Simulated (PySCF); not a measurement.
1,2,5-hexatriene, C₆H₈.
Bonds: C1–C2 (double), C2–C3 (double), C3–C4, C4–C5, C5–C6 (double). Hydrogens: H7, H8 on C1; H9 on C3; H10, H11 on C4; H12 on C5; H13, H14 on C6.

The calculation used PBE0-D3(BJ)/def2-SVP geometry optimisation, gas phase in PySCF.

Q: What internal coordinates does the optimisation give?

A: 
```csv
bond,length (bohr)
C1=C2,2.472
C2=C3,2.476
C3–C4,2.851
C4–C5,2.835
C5=C6,2.520
"C1–H7, C1–H8",2.070
C3–H9,2.075
"C4–H10, C4–H11",2.084
C5–H12,2.074
C6–H13,2.066
C6–H14,2.070
```

Bonds in one row agree within 0.02 bohr and their mean is given. A selection of angles:
```csv
angle,degrees
C2–C1–H7,121.2
H7–C1–H8,117.4
C1–C2–C3,179.5
C2–C3–C4,124.9
C2–C3–H9,118.4
C4–C3–H9,116.7
C3–C4–C5,111.8
C3–C4–H10,108.9
C5–C4–H10,109.9
H10–C4–H11,107.2
C4–C5–C6,125.1
C4–C5–H12,115.6
C6–C5–H12,119.4
C5–C6–H13,121.6
C5–C6–H14,121.4
H13–C6–H14,117.0
```

Dihedral angles: C2–C3–C4–C5 117° (anticlinal); C3–C4–C5–C6 117° (anticlinal). The mirror-image conformer, all signs reversed, is as good.

Of the pairs four or more bonds apart, H11···H14 is among the closest relative to their van der Waals radii: 2.44 Å, 102 % of the sum of Bondi's values. The 5 C–C bonds span 1.308 Å (C1=C2, drawn double) to 1.509 Å (C3–C4, drawn single), a spread of 0.201 Å.

Point group: C1 (no symmetry element, even within 0.4 Å). Stationary, but not proved a minimum. One conformer, not necessarily the lowest.
